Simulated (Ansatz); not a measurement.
Cohesive energy (eV/atom) of solids drawn from the class of oxides, at two levels: PBEsol in Ansatz (plane waves, PAW), and r²SCAN (plane waves, PAW; Ansatz, a program for electronic structure).

```csv
solid,PBEsol,r²SCAN,shift (eV/atom)
rutile CrO2,5.81,5.24,-0.57
"CaMoO4 (I4₁/a, No. 88)",6.39,5.93,-0.46
rock-salt MgO,5.32,5.25,-0.07
rutile PbO2,4.25,3.80,-0.45
corundum Cr2O3,5.95,5.54,-0.41
stishovite (SiO2),6.69,6.33,-0.36
"SiO2 (P4₁2₁2, No. 92)",6.76,6.46,-0.30
"PbO (Pbcm, No. 57)",4.47,4.07,-0.40
antiferromagnetic (type II) rock-salt NiO,5.07,4.91,-0.16
hematite (α-Fe2O3),5.63,5.26,-0.37
```

The shifts run from -0.57 eV/atom to -0.07 eV/atom, with a median of -0.38 eV/atom.

Over all 10 rows r²SCAN is the larger in 0.

Database compounds that came out metallic weren't drawn.

Ansatz's runs of these crystals have no spin polarisation, but for rutile CrO2, corundum Cr2O3, antiferromagnetic (type II) rock-salt NiO, hematite (α-Fe2O3).

Density-functional runs with spin start from parallel moments for rutile CrO2, opposed moments for corundum Cr2O3, opposed moments for antiferromagnetic (type II) rock-salt NiO, opposed moments for hematite (α-Fe2O3).

Spin–orbit coupling is left out, also for the solids with elements from indium on (rutile PbO2, PbO); its size isn't shown.

Free atoms are spin-polarised, in the lowest state found; at levels without +SOC their spin–orbit coupling is left out. Each level is taken at its own relaxed cell. Ansatz's density-functional and Hartree–Fock values are scalar-relativistic unless marked +SOC, with PAW data made under PBE.
